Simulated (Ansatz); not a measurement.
Start from `CCCCC(C)C` and change one atom or group to get `CCCC(C)C(C)C`.

Ansatz, PBE0-D4/def2-TZVP geometries, multiplicity 1. Each molecule was computed in one conformer, which needn't be the lowest.

| property | `CCCCC(C)C` |
| --- | --- |
| LUMO energy (PBE0/def2-TZVPP) / eV | 1.20 |
| HOMO–LUMO gap (B3LYP/def2-TZVPP) / eV | 9.27 |
| LUMO energy (B3LYP/def2-TZVPP) / eV | 0.87 |
| HOMO–LUMO gap (ωB97M-V/def2-TZVPP) / eV | 13.48 |
| LUMO energy (PBE/def2-TZVPP) / eV | 0.41 |
| HOMO energy (B3LYP/def2-TZVPP) / eV | -8.39 |

Problem. What does the change do to each property? (Estimate.)

Solution. Computed: 
```tsv
property	`CCCC(C)C(C)C`	shift
LUMO energy (PBE0/def2-TZVPP) / eV	1.12	-0.08
HOMO–LUMO gap (B3LYP/def2-TZVPP) / eV	8.99	-0.28
LUMO energy (B3LYP/def2-TZVPP) / eV	0.80	-0.07
HOMO–LUMO gap (ωB97M-V/def2-TZVPP) / eV	13.18	-0.30
LUMO energy (PBE/def2-TZVPP) / eV	0.33	-0.08
HOMO energy (B3LYP/def2-TZVPP) / eV	-8.19	0.20
```

With PBE0 the HOMO rises by 0.21 eV and the LUMO falls by 0.08 eV, so the gap narrows by about 0.29 eV. PBE moves the HOMO by 0.19 eV and ωB97M-V by 0.23 eV.

B3LYP here is the variant with VWN-RPA as its local correlation; programs differ in this.
